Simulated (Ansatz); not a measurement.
Cost and result for the atomization energy of C₃H₇NS, SMILES `CNCC=S` (12 atoms, 11 bonds).

Cartesian coordinates in Å:
```
C 0.810 -1.165 0.565
N -0.363 -0.357 0.829
C -0.374 0.887 0.094
C -0.742 0.665 -1.338
S -0.135 1.451 -2.601
H 0.779 -2.067 1.178
H 0.813 -1.478 -0.482
H 1.760 -0.643 0.757
H -0.448 -0.173 1.819
H -1.160 1.529 0.514
H 0.568 1.456 0.140
H -1.509 -0.103 -1.474
```

Total charge 0; spin multiplicity 1. Geometry: relaxed with PBE0-D4/def2-TZVP. It is one conformer, not always the lowest. Program: Ansatz. All runs use 4 threads of an Intel Xeon Platinum 8488C on a shared host. Times are those of one run each, without the atoms' runs, and a repeat can differ threefold. Electronic energies, without spin–orbit coupling; frozen cores. CCSD(T)/CBS adds CCSD(T) − MP2 in def2-TZVPP to the MP2 limit, and its time is that of the two runs behind it. T1 = 0.014; the RHF reference is unstable towards UHF. B3LYP takes the VWN-RPA correlation (the form of Gaussian; ORCA's B3LYP/G).

CCSD(T)/CBS is a level of theory with its own doubt, some kJ/mol a heavy atom from the limit and from the frozen cores, so smaller differences don't rank the functionals.

| level | functions | atomization (kJ/mol) | difference from CCSD(T)/CBS | per bond |
| --- | --- | --- | --- | --- |
| ωB97M-V/def2-TZVPP (with forces) | 264 | 4535.8 | 25.4 | 2.3 |
| B2PLYP/def2-TZVPP | 264 | 4470.0 | -40.4 | -3.7 |
| ωB97X-V/def2-TZVPP | 264 | 4527.0 | 16.6 | 1.5 |
| r2SCAN-D4/def2-TZVPP (with forces) | 264 | 4516.6 | 6.2 | 0.6 |
| PBE0-D4/def2-TZVPP | 264 | 4548.9 | 38.5 | 3.5 |
| PBE-D4/def2-TZVPP (with forces) | 264 | 4643.2 | 132.8 | 12.1 |
| MP2/def2-QZVPP | 508 | 4522.6 | 12.2 | 1.1 |
| B3LYP-D4/def2-TZVPP (with forces) | 264 | 4525.6 | 15.2 | 1.4 |
| CCSD(T)/def2-TZVPP | 264 | 4388.8 | -121.6 | -11.1 |
| CCSD(T)/CBS(def2) | – | 4510.4 | 0.0 | 0.0 |

(1) Order the runs by time, with rough figures. (Estimate.)

Answers

(1) Computed: PBE-D4/def2-TZVPP (with forces) 1.9 s; PBE0-D4/def2-TZVPP 2.2 s; r2SCAN-D4/def2-TZVPP (with forces) 2.9 s; B3LYP-D4/def2-TZVPP (with forces) 3.8 s; B2PLYP/def2-TZVPP 4.9 s; ωB97X-V/def2-TZVPP 5 s; ωB97M-V/def2-TZVPP (with forces) 7.5 s; MP2/def2-QZVPP 21 s; CCSD(T)/def2-TZVPP 110 s; CCSD(T)/CBS(def2) 2.1 min.

From PBE to PBE0 (25 % exact exchange), in def2-TZVPP and without D4, the atomization energy moves by −90.7 kJ/mol: exact exchange takes away binding that semilocal exchange gives to molecules. The D4 term adds +37.4 kJ/mol with B3LYP and +19.8 kJ/mol with PBE0; it sums over pairs of atoms, weighted by their polarisabilities, and B3LYP, whose exchange is more repulsive, gets the larger term. In def2-TZVPP, CCSD(T) changes the Hartree–Fock value by +1197.2 kJ/mol (the triples alone add +77.2 kJ/mol) and MP2 by +1259.2 kJ/mol; breaking electron pairs costs correlation energy, which Hartree–Fock lacks.
